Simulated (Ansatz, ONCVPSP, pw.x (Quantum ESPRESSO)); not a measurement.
# What a changed setting does to a pw.x run (diamond Si)

Potential: optimised norm-conserving Vanderbilt (ONCV), ONCVPSP 4.0.1.1 (patched build), PBE; core [Ne], reference 3s2 3p2; waves: 3s: rc 1.75 bohr, ncon 4, nbas 9, qcut 4.1 1/bohr, 1 projector; 3p: rc 1.60 bohr, ncon 3, nbas 6, qcut 4.6 1/bohr, 2 projectors, debl 1.1 Ha; d scattering state at 0.33 Ha: rc 1.50 bohr, ncon 4, nbas 7, qcut 6.6 1/bohr, 2 projectors, debl 1.2 Ha; local part: polynomial inside 1.20 bohr (lpopt 5, dvloc0 -1 Ha); core correction: Teter function, fcfact 4.25, rcfact 1.2.

The reference run (k-mesh 8³, cutoffs 50/200 Ry, Fermi–Dirac 0.01 Ry, mixing_beta 0.4, conv_thr 1e-9, no spin) gives -0.18 GPa at 20.463 Å³/atom, where all-electron LAPW gives -0.05 GPa. This run, with its own iteration cap, changes mixing_ndim to 2.

```
&control
  calculation='scf', prefix='x', pseudo_dir='./', outdir='./tmp', tstress=.true., disk_io='none'
/
&system
  ibrav=0, nat=2, ntyp=1, ecutwfc=50, ecutrho=200, nbnd=11,
  occupations='smearing', smearing='fd', degauss=0.01
/
&electrons
  conv_thr=1e-09, mixing_beta=0.4, electron_maxstep=60, mixing_ndim=2
/
ATOMIC_SPECIES
Si 1.0 Si.UPF
CELL_PARAMETERS angstrom
  0.00000000 2.73520428 2.73520428
  2.73520428 0.00000000 2.73520428
  2.73520428 2.73520428 0.00000000
ATOMIC_POSITIONS crystal
Si 0.0000 0.0000 0.0000
Si 0.2500 0.2500 0.2500
K_POINTS automatic
8 8 8 0 0 0
```

```bash
pw.x < Si.scf.in > Si.scf.out
```

How does the run end?

It converges in 9 iterations; the free energy moves by +0.0 meV/atom and the pressure by +0.00 GPa. The result is that of the reference run.

```
Message from routine setup:
     using ibrav=0 with symmetry is DISCOURAGED, use correct ibrav instead
     lattice parameter (alat)  =       7.3098  a.u.
     unit-cell volume          =     276.1823 (a.u.)^3
     number of electrons       =         8.00
     number of Kohn-Sham states=           11
     kinetic-energy cutoff     =      50.0000  Ry
     charge density cutoff     =     200.0000  Ry
     scf convergence threshold =      1.0E-09
     Exchange-correlation= PBE
     number of k points=    29  Fermi-Dirac smearing, width (Ry)=  0.0100
     iteration #  1     ecut=    50.00 Ry     beta= 0.40
     total energy              =     -16.70550280 Ry
     estimated scf accuracy    <       0.05495026 Ry
     iteration #  2     ecut=    50.00 Ry     beta= 0.40
     total energy              =     -16.70294054 Ry
     estimated scf accuracy    <       0.01530940 Ry
     iteration #  3     ecut=    50.00 Ry     beta= 0.40
     total energy              =     -16.70362114 Ry
     estimated scf accuracy    <       0.00020117 Ry
     [... 3 iterations left out ...]
     iteration #  7     ecut=    50.00 Ry     beta= 0.40
     total energy              =     -16.70363737 Ry
     estimated scf accuracy    <          5.1E-09 Ry
     iteration #  8     ecut=    50.00 Ry     beta= 0.40
     total energy              =     -16.70363737 Ry
     estimated scf accuracy    <          1.2E-09 Ry
     iteration #  9     ecut=    50.00 Ry     beta= 0.40
     the Fermi energy is     6.2773 ev
!    total energy              =     -16.70363737 Ry
     estimated scf accuracy    <          2.1E-10 Ry
     smearing contrib. (-TS)   =      -0.00028539 Ry
     The total energy is F=E-TS. E is the sum of the following terms:
     one-electron contribution =       4.74270883 Ry
     hartree contribution      =       1.11447992 Ry
     xc contribution           =      -5.88568663 Ry
     ewald contribution        =     -16.67485410 Ry
     convergence has been achieved in   9 iterations
          total   stress  (Ry/bohr**3)                   (kbar)     P=       -1.79
     Message from routine punch:
     Nothing written, as per user request (disk_io='none')
```

The run took about 8 s on one core of a shared host (Neoverse-V2, 32 threads, 247 GiB, load 13).
